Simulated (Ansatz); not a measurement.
**CH4LiO+ (SMILES [Li][CH2][OH2+]): functionals against CCSD(T) at one geometry**

The atoms stand at a structure displaced at random from a GFN2-xTB minimum. How far do the functionals agree with CCSD(T) there?

Method: single points in def2-TZVPP; program: Ansatz 0.2.0, Gaussian basis.

Correlated methods freeze the cores. The outer core shell of Li, Na, Mg and K is correlated.

## 1. The starting structure

SMILES `[Li][CH2][OH2+]`, 7 atoms, charge 1, spin multiplicity 1.

Atoms are counted from 1 here; the program's logs count them from 0.

Bond lengths: Li1–C2 2.094 Å, C2–O3 1.525 Å, C2–H4 1.056 Å, C2–H5 1.121 Å, O3–H6 0.813 Å, O3–H7 0.922 Å. Angles: Li1–C2–O3 132.8°, Li1–C2–H4 103.7°, Li1–C2–H5 104.4°, O3–C2–H4 98.7°, O3–C2–H5 106.2°, H4–C2–H5 109.7°, C2–O3–H6 106.2°, C2–O3–H7 103.3°, H6–O3–H7 117.1°.

Coordinates:

| atom | x (Å) | y (Å) | z (Å) |
| --- | --- | --- | --- |
| Li1 | -1.50550 | -1.61490 | 0.74590 |
| C2 | -0.38170 | -0.14730 | -0.23730 |
| O3 | 0.86150 | 0.64200 | 0.15770 |
| H4 | -1.05690 | 0.65810 | -0.33960 |
| H5 | -0.16520 | -0.59030 | -1.24450 |
| H6 | 0.72310 | 0.92330 | 0.90810 |
| H7 | 1.54310 | 0.02890 | 0.05850 |

## 2. CCSD(T)/def2-TZVPP

The input, run/in.yaml:

```yaml
crystal:
  periodic: [false, false, false]
  atoms:
    - {symbol: Li, position_ang: [-1.505500, -1.614900, 0.745900]}
    - {symbol: C, position_ang: [-0.381700, -0.147300, -0.237300]}
    - {symbol: O, position_ang: [0.861500, 0.642000, 0.157700]}
    - {symbol: H, position_ang: [-1.056900, 0.658100, -0.339600]}
    - {symbol: H, position_ang: [-0.165200, -0.590300, -1.244500]}
    - {symbol: H, position_ang: [0.723100, 0.923300, 0.908100]}
    - {symbol: H, position_ang: [1.543100, 0.028900, 0.058500]}
basis:
  gaussian: {orbitals: def2-TZVPP}
total_charge: 1
correlation: {method: ccsd_t}
output: {forces: true}
```

The command line of these runs was not kept.

## 3. PBE0-D4/def2-TZVPP

Edit run/in.yaml of step 2 so:

```diff
@@ -13,3 +13,3 @@
 total_charge: 1
-correlation: {method: ccsd_t}
-output: {forces: true}
+hamiltonian: {xc: pbe0, dispersion: d4}
+output: {forces: true, orbitals: {seedname: orbitals}}
```

## 4. wB97M-V/def2-TZVPP

Edit run/in.yaml of step 3 so:

```diff
@@ -13,3 +13,3 @@
 total_charge: 1
-hamiltonian: {xc: pbe0, dispersion: d4}
-output: {forces: true, orbitals: {seedname: orbitals}}
+hamiltonian: {xc: {name: wB97M-V}}
+output: {forces: true}
```

## 5. r2SCAN-D4/def2-TZVPP

Edit run/in.yaml of step 4 so:

```diff
@@ -13,3 +13,3 @@
 total_charge: 1
-hamiltonian: {xc: {name: wB97M-V}}
+hamiltonian: {xc: r2scan, dispersion: d4}
 output: {forces: true}
```

## 6. PBE-D4/def2-TZVPP

Edit run/in.yaml of step 5 so:

```diff
@@ -13,3 +13,3 @@
 total_charge: 1
-hamiltonian: {xc: r2scan, dispersion: d4}
+hamiltonian: {xc: pbe, dispersion: d4}
 output: {forces: true}
```

## 7. B97M-V/def2-TZVPP

Edit run/in.yaml of step 6 so:

```diff
@@ -13,3 +13,3 @@
 total_charge: 1
-hamiltonian: {xc: pbe, dispersion: d4}
+hamiltonian: {xc: {name: B97M-V}}
 output: {forces: true}
```

## 8. BHLYP-D4/def2-TZVPP

Edit run/in.yaml of step 7 so:

```diff
@@ -13,3 +13,3 @@
 total_charge: 1
-hamiltonian: {xc: {name: B97M-V}}
+hamiltonian: {xc: {name: BHLYP}, dispersion: d4}
 output: {forces: true}
```

(Steps that only read results are left out.)

Before running it: what results should come out? Wanted: energy less free atoms, CCSD(T)/def2-TZVPP; RMS force component; RMS force error; HOMO and LUMO, PBE0-D4; T1 diagnostic.

The runs gave:

| quantity | value |
| --- | --- |
| energy less free atoms, CCSD(T)/def2-TZVPP | -321.1 kcal/mol |
| RMS force component | 4.046 to 4.292 eV/Å over the methods |
| RMS force error | PBE0-D4 0.094, wB97M-V 0.057, r2SCAN-D4 0.041, PBE-D4 0.187, B97M-V 0.136, BHLYP-D4 0.246 eV/Å |
| HOMO and LUMO, PBE0-D4 | -11.24 and -4.87 eV |
| T1 diagnostic | 0.008 |

Against CCSD(T) the functionals' energies less atoms differ by -15.9 to +4.5 kcal/mol, PBE-D4 by -15.4 kcal/mol. The reference is not at the basis limit: in triple zeta CCSD(T) underbinds, which counts against methods that bind more; the gaps are no ranking. For forces r2SCAN-D4 does best and BHLYP-D4 worst. Frozen-core CCSD(T) forces in triple zeta carry basis errors of their own, and this is one geometry, so small gaps rank nothing.
